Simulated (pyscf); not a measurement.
## Four-centre exchange: HO–SiH: [singlet] + hydrogen chloride (HCl) -> HO–Si:–Cl [singlet] + hydrogen (H₂)

Gas phase, singlet surface, charge 0. Bonds broken: Si2–H4, Cl5–H6. Bonds formed: Si2–Cl5, H4–H6. Structures and frequencies: ωB97X-D3(BJ)/def2-SVP in PySCF.

Transition state (Å):

```xyz
6

O      1.0921     1.4521     0.4051
Si     0.1822     1.0252    -0.9113
H      1.0646     1.0098     1.2605
H     -1.0817     0.2924    -0.0957
Cl     0.5854    -1.5027    -0.7193
H     -0.5318    -0.6737    -0.2111
```

One imaginary mode, 845i cm⁻¹; descent along it reached the two sides named, in the forms told below.

```tsv
bond	change	reactant side (Å)	saddle	product side
Si2–H4	breaks	1.556	1.673	3.3
Cl5–H6	breaks	1.286	1.481	3.1
Si2–Cl5	forms	3.0	2.567	2.121
H4–H6	forms	2.590	1.118	0.760
```

Electronic energies relative to the separated reactants (eV):

```
level                   barrier  reaction energy  reverse barrier
----------------------  -------  ---------------  ---------------
ωB97X-D3(BJ)/def2-TZVP     0.02            -1.58             1.60
PBE/def2-TZVP             -0.23            -1.53             1.30
r²SCAN/def2-TZVP          -0.20            -1.59             1.40
B3LYP-D3(BJ)/def2-TZVP    -0.02            -1.53             1.51
PBE0-D3(BJ)/def2-TZVP     -0.14            -1.51             1.37
M06-2X/def2-TZVP           0.03            -1.61             1.64
ωB97M-D3(BJ)/def2-TZVP     0.07            -1.50             1.58
HF/def2-TZVP               0.81            -1.30             2.10
```

With ωB97M-D3(BJ)/def2-TZVP energies and thermal terms (ideal gas, 1 atm, RRHO with modes under 100 cm⁻¹ raised to 100, one conformer, R ln 2 for chiral ones without a mode under 150 cm⁻¹), in eV:

```tsv
T (K)	ΔH‡	ΔG‡	ΔH	ΔG
298	0.03	0.44	-1.54	-1.48
600	0.03	0.85	-1.51	-1.43
900	0.04	1.25	-1.49	-1.40
1200	0.06	1.66	-1.48	-1.37
```

On the reactant side the descent ends in a complex, 0.19 eV under the separated species and 0.21 eV under the saddle at ωB97X-D3(BJ)/def2-TZVP. At PBE, r²SCAN, B3LYP-D3(BJ), PBE0-D3(BJ) the saddle lies under the separated reactants, which points to a path from their complex (located at ωB97X-D3(BJ) alone). This is the saddle that the search found; another between the same sides may lie lower.
